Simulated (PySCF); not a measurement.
Gas-phase reaction: SiH4 + 2 O + Si ⇌ 2 H2SiO

Method: PySCF energies plus ideal-gas RRHO corrections (1 bar). † marks an energy on the PBE0/def2-TZVP geometry and frequencies. Open shells (unrestricted): O (multiplicity 3, electronic degeneracy 9), Si (multiplicity 3, electronic degeneracy 9); the rest are closed-shell singlets. Spin-orbit splitting is ignored; it lowers the true energy and changes the entropy of O, Si. B3LYP is the form with VWN-RPA correlation. H2SiO: computed as isolated molecules; such fragments, hydroxides, amides, oligomers or adducts are transient or little studied in the gas. The harmonic model lacks anharmonicity and excited electronic states, which grow with temperature; levels with a mode under 35 cm⁻¹ are left out.

| level | ΔE electronic, kJ | ΔH°(298 K), kJ | ΔS°(298 K), J/K | ΔG°(600 K), kJ |
|---|---|---|---|---|
| B3LYP/def2-TZVP† | -1159 | -1151 | -227 | -1013 |
| M06-2X/def2-TZVP† | -1175 | -1167 | -227 | -1029 |
| PBE/def2-TZVP† | -1236 | -1228 | -227 | -1090 |
| PBE0/def2-SVP† | -1076 | -1069 | -227 | -931 |
| LDA/def2-TZVP† | -1442 | -1434 | -227 | -1296 |
| ωB97M-V/def2-TZVP† | -1178 | -1171 | -227 | -1033 |
ΔH° is lowest at LDA/def2-TZVP† and highest at PBE0/def2-SVP†. No reference value is set beside these.
